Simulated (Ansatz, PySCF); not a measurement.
System (SMILES): FC(F)(F)F.
Geometry (B3LYP-D3(BJ)/def2-TZVP, fixed):
```
C
F 1 1.3260
F 1 1.3260 2 109.47
F 1 1.3260 2 109.47 3 120.00
F 1 1.3260 2 109.47 4 120.00
```
Charge 0, spin multiplicity 1.

Near-linear dependence at HF/aug-pcseg-2 with PySCF (spherical functions, density fitting): canonical orthogonalisation drops combinations whose overlap eigenvalue lies under the threshold. The set has 230 functions.

```tsv
threshold	orbitals kept	energy minus last row (mEh)	SCF cycles
1e-3	222	0.416	9
1e-4	226	0.084	9
1e-5	230	0.000	9
1e-6	230	0.000	9
1e-7	230	0.000	9
1e-9	230	0.000	9
```

The smallest overlap eigenvalue is 5.2e-05. Ansatz (a program for electronic structure) at its default drops 0 functions.
